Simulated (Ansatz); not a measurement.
System: 1T (CdI2-type) CdI2. Method: PBE-D3(BJ)+SOC (Ansatz, an electronic-structure program, PAW).

Numerical settings: plane-wave cutoff 520 eV, 12×12×6 k mesh (along the axes of the cell as run), PAW data made under PBE.

Cell (relaxed at this level):

```cif
data_CdI2
_chemical_formula_sum 'Cd1 I2'
_space_group_name_H-M_alt 'P-3m1'
_space_group_IT_number 164
_space_group_name_Hall '-P 3 2"'
_cell_length_a 4.24688
_cell_length_b 4.24688
_cell_length_c 6.82555
_cell_angle_alpha 90.000
_cell_angle_beta 90.000
_cell_angle_gamma 120.000
loop_
_atom_site_label
_atom_site_type_symbol
_atom_site_symmetry_multiplicity
_atom_site_Wyckoff_symbol
_atom_site_fract_x
_atom_site_fract_y
_atom_site_fract_z
_atom_site_occupancy
Cd1 Cd 1 a 0.00000 0.00000 0.00000 1
I1 I 2 d 0.33333 0.66667 0.25364 1
```

**Question.** Estimate the Voigt–Reuss–Hill shear modulus (Hill average), elastic constant C33, Voigt–Reuss–Hill bulk modulus, elastic constant C12, elastic constant C13, elastic constant C11, elastic constant C44 and elastic constant C66 that the calculation returns.

**Answer.** 
- Voigt–Reuss–Hill shear modulus (Hill average): 8.67 GPa
- elastic constant C33: 21.1 GPa
- Voigt–Reuss–Hill bulk modulus: 17.4 GPa
- elastic constant C12: 15.2 GPa
- elastic constant C13: 8.58 GPa
- elastic constant C11: 41.1 GPa
- elastic constant C44: 5.46 GPa
- elastic constant C66: 13.0 GPa

Elastic constants are with the ions relaxed.
